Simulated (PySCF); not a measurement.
Rock-salt LiH: smallest direct gap on the k points sampled by level of theory

No measured value is used here.

```csv
level (code),value (eV)
PBE (PySCF),3.01 ± 0.02
PBE0 (PySCF),4.81 ± 0.05
Hartree–Fock (PySCF),11.21 ± 0.2
evGW@PBE (PySCF),5.80 ± 0.2
G0W0@Hartree–Fock (PySCF),7.30 ± 0.2
G0W0@PBE (PySCF),4.78 ± 0.10
G0W0@PBE0 (PySCF),5.60 ± 0.1
QSGW@PBE (PySCF),6.15 ± 0.2
```

Computed values are for a static lattice.  A ± on a computed value is a rough bar: the spread of its extrapolation, a floor set from checks against published values, or a statistical error. Values are at a fixed cell, not relaxed at this level and not confirmed as the measured one.
